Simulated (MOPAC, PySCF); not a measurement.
Breaking a bond: C₃H₄, SMILES C=C=C. The C1–C4 bond (C1 also carries H, H; C4 carries C) is varied alone, starting from the PBE0/def2-TZVP optimised geometry.

Methods: UKS-B3LYP/6-31G* = PySCF 2.14.0 with unrestricted B3LYP/6-31G*, spherical d; AM1, restricted, heats of formation (MOPAC); UMP2/6-31G* = unrestricted MP2 (frozen core)/6-31G*, spherical d (PySCF); UCCSD(T) = CCSD(T) on UHF/cc-pVDZ, 3 core orbitals frozen (PySCF).

Energies relative to the lowest point of each curve near equilibrium, in mEh; the last columns give the difference from UCCSD(T):

```
R / Å  UKS-B3LYP/6-31G*    AM1  UMP2/6-31G*  UCCSD(T)  UKS-B3LYP/6-31G* − UCCSD(T)  AM1 − UCCSD(T)  UMP2/6-31G* − UCCSD(T)
-----  ----------------  -----  -----------  --------  ---------------------------  --------------  ----------------------
0.97              282.7  264.3        295.5     313.8                        -31.1           -49.5                   -18.3
1.03              166.9  163.3        175.9     190.2                        -23.3           -26.9                   -14.3
1.09               90.0   91.1         96.0     106.6                        -16.6           -15.5                   -10.6
1.18               25.7   26.4         28.3      34.2                         -8.5            -7.8                    -5.9
1.23                8.6    8.4          9.9      13.5                         -5.0            -5.1                    -3.6
1.26                3.0    2.7          3.7       6.0                         -3.0            -3.4                    -2.3
1.30                0.0    0.0          0.0       0.7                         -0.7            -0.7                    -0.7
1.34                1.1    2.3          8.8       0.0                          1.1             2.3                     8.8
1.38                5.5    8.7         21.4       3.1                          2.4             5.5                    18.2
1.42               12.5   18.4         34.4       9.0                          3.5             9.4                    25.3
1.50               32.1   45.5         61.1      26.9                          5.3            18.7                    34.2
1.60               63.0   88.0         94.7      56.1                          6.9            31.8                    38.6
1.75              113.8  156.2        144.3     105.2                          8.6            51.0                    39.1
1.96              176.4  240.4        210.1     169.3                          7.1            71.1                    40.8
2.17              226.9  300.4        277.3     219.9                          7.0            80.6                    57.5
2.32              257.8      —        286.0     247.3                         10.5               —                    38.7
2.60              267.2      —        290.6     279.8                        -12.6               —                    10.8
2.84              266.6      —            —     292.3                        -25.7               —                       —
3.19              263.7      —            —     298.8                        -35.1               —                       —
3.47                  —      —            —     300.6                            —               —                       —
3.88                  —      —            —     301.6                            —               —                       —
4.50                  —      —            —     302.1                            —               —                       —
```

UKS-B3LYP/6-31G* is furthest from UCCSD(T) at 3.19 (-35.1 mEh, below); its mean absolute difference over the points is 11.3 mEh.

AM1 is furthest from UCCSD(T) at 2.17 (80.6 mEh, above); its mean absolute difference over the points is 25.3 mEh.

UMP2/6-31G* is furthest from UCCSD(T) at 2.17 (57.5 mEh, above); its mean absolute difference over the points is 21.6 mEh.

Dashes: no converged value, or the column stops at the first point that the program doubted or that broke a chosen test of continuity, which isn't proof of a fault.

The unrestricted solution behind UKS-B3LYP/6-31G* changes between 3.19 and 3.47 Å, which can leave a kink. The unrestricted determinant behind UKS-B3LYP/6-31G* is spin-contaminated at 1.75 to 3.19 Å (<S²> up to 1.1, against 0.00 for a pure singlet). The restricted form behind AM1 keeps the bonding electrons paired and can't separate into open-shell fragments. The unrestricted solution behind UMP2/6-31G* changes between 3.88 and 4.50 Å, which can leave a kink. The unrestricted determinant behind UMP2/6-31G* is spin-contaminated at 1.34 to 3.88 Å (<S²> up to 1.4, against 0.00 for a pure singlet). The unrestricted determinant behind UCCSD(T) is spin-contaminated at 1.34 to 4.50 Å (<S²> up to 2.3, against 0.00 for a pure singlet).
